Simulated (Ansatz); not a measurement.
Elements on the sites of an ideal bcc lattice, at a guessed lattice constant:

```yaml
crystal:
  lattice:
    - [6.45291, 0.00000, 0.00000]
    - [0.00000, 6.45291, 0.00000]
    - [0.00000, 0.00000, 6.45291]
  atoms:
    - { symbol: Ti, position: [0.50000, 0.50000, 0.50000] }
    - { symbol: V, position: [0.00000, 0.50000, 0.50000] }
    - { symbol: Nb, position: [0.00000, 0.00000, 0.00000] }
    - { symbol: Nb, position: [0.50000, 0.00000, 0.00000] }
    - { symbol: Nb, position: [0.00000, 0.00000, 0.50000] }
    - { symbol: Hf, position: [0.00000, 0.50000, 0.00000] }
    - { symbol: W, position: [0.25000, 0.25000, 0.25000] }
    - { symbol: W, position: [0.50000, 0.50000, 0.00000] }
    - { symbol: W, position: [0.50000, 0.00000, 0.50000] }
    - { symbol: W, position: [0.75000, 0.25000, 0.25000] }
    - { symbol: W, position: [0.25000, 0.75000, 0.25000] }
    - { symbol: W, position: [0.25000, 0.25000, 0.75000] }
    - { symbol: W, position: [0.75000, 0.75000, 0.25000] }
    - { symbol: W, position: [0.75000, 0.25000, 0.75000] }
    - { symbol: W, position: [0.25000, 0.75000, 0.75000] }
    - { symbol: W, position: [0.75000, 0.75000, 0.75000] }
```

Cell and atoms were relaxed without symmetry on coarser meshes and computed once more. These are results of DFT PBE, scalar-relativistic, plane waves, PAW (Ansatz), not measurements.

Plane waves to 420 eV, a k mesh through Γ of 5×5×5 on the computed 16-atom cell and Gaussian smearing (0.10 eV); no spin polarisation.

The relaxation ran on 2×2×2 (shifted) and then 3×3×3 k points with a smearing of 0.1 eV, from sites shaken by 0.02 Å.

Question: What does the relaxation give?

Answer: A volume of 16.55 Å³/atom and no gap on the mesh. It lies 0.01 eV/atom below the elements' standard states (static lattices, no corrections for gases). The atoms leave their sites by 0.03 Å (root mean square) and 0.04 Å at most, and the cell stretches by up to 0.3 % at fixed volume.

```xyz
16
Lattice="6.4227 0.0074 -0.0008 0.0073 6.4331 0.0061 -0.0009 0.0062 6.4091" Properties=species:S:1:pos:R:3 pbc="T T T"
Ti    3.2046    3.2234    3.2055
V     6.4160    3.2270    3.2055
Nb    6.4119    0.0136    6.4065
Nb    3.2078    6.4430    6.4134
Nb    6.4120    0.0109    3.2028
Hf    6.4159    3.2305    6.4099
W     1.6204    1.6172    1.6374
W     3.2038    3.2268    6.4107
W     3.2013    0.0071    3.2028
W     4.7877    1.6226    1.6349
W     1.6207    4.8224    1.6379
W     1.6191    1.6213    4.7737
W     4.7906    4.8257    1.6380
W     4.7881    1.6253    4.7744
W     1.6219    4.8244    4.7761
W     4.7886    4.8292    4.7743
```

The final mesh leaves forces up to 0.06 eV/Å and stresses up to 1.5 GPa: the relaxation ran on a coarser mesh, so the cell's shape, its bonds and its energy belong partly to that mesh.

Spin-orbit coupling is left out, which matters for the bands of heavy elements. Spin polarisation was left out, and a magnetic state may lie lower.

Cost: 2 runs of about 10 core-minutes in all (earlier runs that led there not counted), on Intel Xeon Platinum 8375C (Ice Lake) (shared hosts).